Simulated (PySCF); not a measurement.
Does the answer move with the share of exact exchange?

Species: C₄H₇FS.
SMILES: `C([C@@H]1[C@H](C)S1)F`

Torsions of this conformer, `[CH3:1][C@@H:2]1[S:3][C@@H:4]1[CH2:5][F:6]`: S3–C4–C5–F6 -156°.

PySCF, pcSseg-1 basis, density fitting, gas phase, PBE0-D3(BJ)/def2-SVP geometry. One functional is left out:

```tsv
functional	exact exchange (%)	HOMO energy (eV)	LUMO energy (eV)	dipole moment (D)
B97-D	0	-5.51	-0.84	0.600
BLYP	0	-5.35	-0.78	0.569
BP86	0	-5.64	-1.03	0.623
LDA	0	-5.66	-1.14	0.611
OPBE	0	-5.53	-0.86	0.651
PBE	0	-5.53	-0.94	0.614
B97-2	21	-6.56	0.01	0.601
PBE0	25	-6.80	0.07	0.605
mPW1PW91	25	-6.84	0.05	0.599
BHandHLYP	50	-7.92	1.21	0.563
```

Question: Predict the row of B3LYP (20 % exact exchange) by straight lines through the other rows, and check it.

Answer: 
```csv
property,line,computed,computed − line,"B97-2 (21 %), for comparison"
HOMO energy (eV),-6.52,-6.54,-0.02,-6.56
LUMO energy (eV),-0.09,-0.15,-0.06,0.01
dipole moment (D),0.597,0.565,-0.032,0.601
```

Question: Which of these properties follows the share of exact exchange most closely, and which least?

Answer: Most closely the HOMO energy, least the dipole moment; the correlations over the tabulated rows are HOMO energy -0.994, LUMO energy 0.990, dipole moment -0.550. The HOMO energy moves by -0.486 eV for every 10 %. Functionals with the same share still differ in their other parts: at 0 % BLYP and LDA differ by 0.31 eV in it.
